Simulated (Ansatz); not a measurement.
# CH4AlS: composite energy at a relaxed geometry

A script is to give a composite energy at a relaxed geometry; the system is CH4AlS. SMILES: [CH3][Al][SH].

All numbers are computed with Ansatz 0.2.0 through its Python package. The levels of theory stand in the script.

## Step 1: Starting point

Bond lengths: C1–Al2 1.935 Å, Al2–S3 2.239 Å, C1–H4 1.063 Å, C1–H5 1.115 Å, C1–H6 1.175 Å, S3–H7 1.391 Å. Angles: C1–Al2–S3 118.5°, Al2–C1–H4 111.8°, Al2–C1–H5 113.7°, Al2–C1–H6 110.6°, H4–C1–H5 106.7°, H4–C1–H6 107.4°, H5–C1–H6 106.3°, Al2–S3–H7 94.5°.

The script holds or builds the structure itself.

## Step 2: The code

File run_composite.py:

```python
"""A composite energy for CH4AlS: DFT geometry, MP2 basis limit, coupled-cluster correction."""

import ansatz as az
import numpy as np


def main() -> None:
    ch4als = (
        az.Crystal.molecule()
        .atom("C", [-0.9322, 0.5453, -0.3105])
        .atom("Al", [0.0665, -0.3519, 1.0833])
        .atom("S", [2.2633, -0.6698, 0.7887])
        .atom("H", [-1.7012, -0.0733, -0.7058])
        .atom("H", [-0.3052, 0.8683, -1.1742])
        .atom("H", [-1.4432, 1.5178, 0.1072])
        .atom("H", [2.1132, -1.9044, 0.1656])
    )

    job = (
        ch4als.calculation()
        .basis(gaussian="def2-SVP")
        .functional("b3lyp")
        .spin("collinear", total=1)
    )
    symbols = [site.symbol for site in ch4als.cartesian_sites]
    start = np.array([site.position_ang for site in ch4als.cartesian_sites], dtype=float)
    summary = job.relax(force_tolerance=0.01, max_steps=100).run().report
    end = np.array(summary["positions_ang"])
    print("final positions (A) and the move of each atom")
    for symbol, xyz, old in zip(symbols, end, start):
        print(f"{symbol:2s} {xyz[0]:10.5f} {xyz[1]:10.5f} {xyz[2]:10.5f}   {np.linalg.norm(xyz - old):7.4f}")

    minimum = az.Crystal.molecule()
    for symbol, place in zip(symbols, end):
        minimum = minimum.atom(symbol, place.tolist())
    at_minimum = minimum.calculation().spin("collinear", total=1)
    # MP2 extrapolated to the basis limit, plus the small-basis difference CCSD(T) - MP2
    level = lambda method, basis: at_minimum.basis(gaussian=basis).correlation(method).run().report
    small, large, cluster = level("mp2", "cc-pVDZ"), level("mp2", "cc-pVTZ"), level("ccsd_t", "cc-pVDZ")
    corr = lambda each: (each["free_energy_ev"] - each["reference_energy_ev"]) / 27.211386246
    mp2_limit = (27 * corr(large) - 8 * corr(small)) / 19
    pieces = {"HF / cc-pVTZ": large["reference_energy_ev"] / 27.211386246, "MP2 correlation, DZ-TZ limit": mp2_limit, "CCSD(T) - MP2 / cc-pVDZ": corr(cluster) - corr(small)}
    for name, value in pieces.items():
        print(f"{name:32s} {value:14.6f} Ha")
    print(f"{'sum':32s} {sum(pieces.values()):14.6f} Ha")
    print("T1 diagnostic", round(cluster["correlation"]["coupled_cluster"]["t1_diagnostic"], 4))


if __name__ == "__main__":
    main()
```

## Step 3: The calls as engine input

The engine receives this input (first run):

```yaml
crystal:
  periodic: [false, false, false]
  atoms:
    - { symbol: C, position_ang: [-0.9322, 0.5453, -0.3105] }
    - { symbol: Al, position_ang: [0.0665, -0.3519, 1.0833] }
    - { symbol: S, position_ang: [2.2633, -0.6698, 0.7887] }
    - { symbol: H, position_ang: [-1.7012, -0.0733, -0.7058] }
    - { symbol: H, position_ang: [-0.3052, 0.8683, -1.1742] }
    - { symbol: H, position_ang: [-1.4432, 1.5178, 0.1072] }
    - { symbol: H, position_ang: [2.1132, -1.9044, 0.1656] }
basis:
  gaussian:
    orbitals: def2-SVP
hamiltonian:
  xc: b3lyp
magnetization:
  spin_polarized: true
  initial_magnetization: 1.0
relax:
  f_tol: 0.01
  max_steps: 100
```

## Step 4: The run

Started as:

```console
python run_composite.py
```

Standard output:

```text
final positions (A) and the move of each atom
C    -1.01973    0.60089   -0.36128    0.1155
Al    0.01565   -0.85288    0.49718    0.7727
S     2.22763   -0.69822    0.33147    0.4595
H    -2.02083    0.27170   -0.68183    0.4709
H    -0.47918    0.99643   -1.23850    0.2254
H    -1.15434    1.42850    0.35780    0.3927
H     2.49199   -1.81442    1.04946    0.9658
HF / cc-pVTZ                        -679.711886 Ha
MP2 correlation, DZ-TZ limit          -0.451291 Ha
CCSD(T) - MP2 / cc-pVDZ               -0.051320 Ha
sum                                 -680.214497 Ha
T1 diagnostic 0.0141
```

Wall time 60 s (1 thread of Arm Neoverse V1, shared host); peak memory 0.38 GiB.

Lines on the test bed's own set-up are left out of the output.

A comment line of the script is reworded here; the code is as run.

## Step 5: Path of the relaxation of run 0

Relaxation path:

| step | E - E(step 1) (eV) | largest force component (eV/Å) |
| --- | --- | --- |
| 1 | 0.0000 | 2.8148 |
| 2 | -0.1318 | 0.9743 |
| 3 | -0.1552 | 0.5184 |
| 4 | -0.2146 | 0.6008 |
| 5 | -0.3163 | 0.2652 |
| 6 | -0.3558 | 1.0486 |
| 7 | -0.3921 | 0.2845 |
| 8 | -0.4082 | 0.1196 |
| 9 | -0.4130 | 0.0766 |
| 10 | -0.4135 | 0.0298 |
| 11 | -0.4135 | 0.0052 |

Step 1 is the start.

Before: Bond lengths: C1–Al2 1.935 Å, Al2–S3 2.239 Å, C1–H4 1.063 Å, C1–H5 1.115 Å, C1–H6 1.175 Å, S3–H7 1.391 Å. Angles: C1–Al2–S3 118.5°, Al2–C1–H4 111.8°, Al2–C1–H5 113.7°, Al2–C1–H6 110.6°, H4–C1–H5 106.7°, H4–C1–H6 107.4°, H5–C1–H6 106.3°, Al2–S3–H7 94.5°.

After: Bond lengths: C1–Al2 1.981 Å, Al2–S3 2.224 Å, C1–H4 1.102 Å, C1–H5 1.104 Å, C1–H6 1.105 Å, S3–H7 1.353 Å. Angles: C1–Al2–S3 115.9°, Al2–C1–H4 112.5°, Al2–C1–H5 110.6°, Al2–C1–H6 109.4°, H4–C1–H5 108.7°, H4–C1–H6 107.6°, H5–C1–H6 108.0°, Al2–S3–H7 95.6°.

Run 0 is this relaxation; the runs after it count from 1.

## Step 6: The engine's runs

One row for each of the 3 runs:

```
run    basis  method  energy (eV)  <S²>  iterations in all  CPU time (s)
  1  cc-pVDZ     mp2  -18503.6941  0.76                 14          0.97
  2  cc-pVTZ     mp2  -18507.1832  0.76                 12           3.8
  3  cc-pVDZ  ccsd_t  -18505.0905  0.76                128            10
```

## Step 7: What came out

```
        quantity           value
   T1 diagnostic          0.0141
composite energy  -680.214497 Ha
   runs compared               3
```

What this shows: The dearest, run 3, took some 11 times as long as run 1. A T1 diagnostic under about 0.02 supports a single-reference treatment, as here. Run 0: After 10 moves the largest shift is 0.966 Å, of atom 7 (H). So large a move can change the bonding: the results belong to the relaxed structure. The sum leaves out core correlation, relativity, the Hartree-Fock basis error and zero-point energy; a DZ-TZ extrapolation is rough. The species is open-shell (spin multiplicity 2). b3lyp holds the VWN-RPA fit, as in Gaussian; the form of ORCA and Turbomole is b3lyp5. Inner cores stay frozen, so this is valence correlation. For Al to Cl the sets with a tight d function, cc-pV(X+d)Z, are usual. An extrapolation from small basis sets is rough.
